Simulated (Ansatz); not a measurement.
# C4H4N2, singlet: CASSCF and its corrections

Computed with Ansatz's Gaussian-basis code (development build); CASPT2, NEVPT3, NEVPT4(SD) by development code. Basis cc-pVDZ, nonrelativistic, 6 orbitals frozen in the corrections. State-specific CASSCF; RHF is the lowest restricted (open-shell) Hartree–Fock solution met. Letters tell apart solutions met in one space. Solutions may break the symmetry of the shape. No proof that the lowest CASSCF solution was found. On stretched bonds single-reference methods can fail or change state.

Geometry:

```xyz
10

C     0.0000    0.0000    1.3115
N     0.0000    1.2019    0.7169
C     0.0000    1.1854   -0.6255
C     0.0000    0.0000   -1.3535
C     0.0000   -1.1854   -0.6255
N     0.0000   -1.2019    0.7169
H     0.0000    0.0000    2.3990
H     0.0000    2.1550   -1.1195
H     0.0000    0.0000   -2.4387
H     0.0000   -2.1550   -1.1195
```

CASSCF less RHF, in eV, and natural occupations:

```tsv
CAS	CASSCF	occupations
(10,8) a	-2.299	2.00, 1.99, 1.98, 1.94, 1.93, 0.07, 0.06, 0.02
(10,8) b	-2.240	2.00, 2.00, 1.96, 1.90, 1.90, 0.11, 0.10, 0.04
```

What totals less RHF do the corrections give on each solution?



```csv
CAS,SC-NEVPT2,FIC-NEVPT2,NEVPT3,NEVPT4(SD),CASPT2 (IPEA 0)
"(10,8) a",-22.183,-22.323,-23.294,-24.076,-22.578
"(10,8) b",-22.443,-22.489,-23.316,-24.071,-22.608
```

In CAS(10,8), is the solution lowest in CASSCF also lowest after SC-NEVPT2?

No: (10,8) b is lowest after SC-NEVPT2, 0.26 eV under (10,8) a, which leads in CASSCF.

How do single-reference totals in the same basis and frozen core stand against SC-NEVPT2 in CAS(10,8) a?

CCSD(T) -2.270 eV. Coupled cluster stands on the determinant that it favours, which can lie over the RHF solution above, and is in doubt where the occupations are far from 0, 1 and 2.

Roughly how much CPU time does a whole run from the default start take (median of such runs, summed over threads; nearly all runs on one pinned thread of a shared server, mostly Xeon at 2.3 to 2.6 GHz, by a development driver)?

CAS(10,8) a: about 13 s. Other jobs ran beside these, and the count of passes differs.
